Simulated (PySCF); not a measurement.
hydroperoxo: removing and adding an electron

System: hydroperoxo, `[O]O` (HO2•, doublet). Optimised structure (Å), atoms numbered from 1:
```
O    -0.3568   -0.2129    0.9098
O    -0.1011    0.3999   -0.2095
H     0.4809   -0.1921   -0.7254
```

Computed at PBE0-D3(BJ)/ma-def2-TZVP // PBE0-D3(BJ)/ma-def2-SVP with PySCF (density fitting, grid level 2). Zero-point and thermal terms (298.15 K, 1 bar) come from unscaled PBE0-D3(BJ)/ma-def2-SVP harmonic frequencies, with soft modes damped to free rotors in the entropy.

Frontier levels of the parent: HOMO -8.10 eV, LUMO -2.98 eV.

Oxidation to the singlet cation:
* Vertical ionisation energy (electronic): 12.38 eV
* Adiabatic ionisation energy (with zero-point energy): 11.91 eV
* Adiabatic, electronic part: 11.91 eV
* Vertical gap at the product's structure: 11.38 eV
* Inner reorganisation energy (four-point): 999 meV
* Relaxation of product / of parent: 465 / 533 meV
* Largest changes of atomic charge: O1 0.47, O2 0.43, H (on O2) 0.10
* Distances that move most (Å): O1–O2 1.302 → 1.178; O2–H 0.977 → 1.027

Oxidation to the triplet cation:
| Quantity | Value |
| --- | --- |
| Vertical ionisation energy (electronic) | 11.44 eV |
| Adiabatic ionisation energy (with zero-point energy) | 11.17 eV |
| Adiabatic, electronic part | 11.20 eV |
| Vertical gap at the product's structure | 10.84 eV |
| Inner reorganisation energy (four-point) | 601 meV |
| Relaxation of product / of parent | 232 / 368 meV |
| ⟨S²⟩ of the product | 2.007 |
| Largest spin populations | O1 1.37, O2 0.60 |
| Largest changes of atomic charge | O1 0.58, O2 0.30, H (on O2) 0.12 |
| Distances that move most (Å) | O1–O2 1.302 → 1.205; O2–H 0.977 → 1.019 |

Reduction to the singlet anion:
- Vertical electron affinity (electronic): 0.20 eV
- Adiabatic electron affinity (with zero-point energy): 0.71 eV
- Adiabatic, electronic part: 0.68 eV
- Vertical gap at the product's structure: 1.16 eV
- Inner reorganisation energy (four-point): 955 meV
- Relaxation of product / of parent: 482 / 473 meV
- Largest changes of atomic charge: O1 -0.62, O2 -0.32
- Distances that move most (Å): O1–O2 1.302 → 1.481; O2–H 0.977 → 0.962

Vertical electron affinity to the triplet anion: -1.56 eV. The extra electron is not bound at this structure, the number hangs on the basis, and the ion was not relaxed.

Against the Active Thermochemical Tables (version 1.112): electron affinity to the singlet anion 1.08 (computed 0.71, error -0.36) eV.

Measured values (NIST Chemistry WebBook, evaluated or the median of agreeing entries): vertical ionisation energy 11.54 eV (computed 11.44, difference -0.10); adiabatic ionisation energy 11.35 eV (computed 11.17, difference -0.18); adiabatic electron affinity 1.08 eV (computed 0.71, difference -0.36).

Note: the singlet was run as a closed shell, which can place it too high against the triplet, even in the wrong order.

Run with `OMP_NUM_THREADS=1 python redox_run.py task.json out` on 1 thread of Arm Neoverse V1, a shared host. Structures, frequencies and single points: 33 s of wall time.

Differences come from unrounded values, so a last digit can differ from that of the printed terms.
